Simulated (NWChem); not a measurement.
System: NH$_{2}$, doublet; SMILES [NH2]

The following NWChem deck was run.

```
start job
memory heap 200 mb stack 900 mb global 1100 mb
geometry units angstroms noautosym nocenter noautoz
  N      0.000000     0.000000     0.177819
  H      0.799965     0.000000    -0.477414
  H     -0.799965     0.000000    -0.477414
end
basis spherical
  * library pcseg-2
end
dft
  odft
  mult 2
  xc b3lyp
  iterations 150
end
cosmo
  do_cosmo_smd true
  solvent water
end
task dft energy
```

In the optimisation the excess spin sits in b2 (C2v, its own frame). Coordinates come from a PBE0/def2-SVP, spin-unrestricted optimisation. No stability test was run on the SCF state. Solvent: water.

Solvent water, SMD (1 M gas to 1 M solution), gas-phase geometry. Reactions with the solvent are ignored.

Predict the main results of this run. (B3LYP/pcseg-2, spin-unrestricted, SMD on the gas-phase geometry.) Quantities: basis functions; solvation free energy (kcal/mol); cavity-dispersion-structure term (kcal/mol); dipole in solution (D).

The number of basis functions is 58. The solvation free energy (kcal/mol) is -3.9 and the cavity-dispersion-structure term (kcal/mol) is 1.5. The dipole in solution (D) is 2.41.
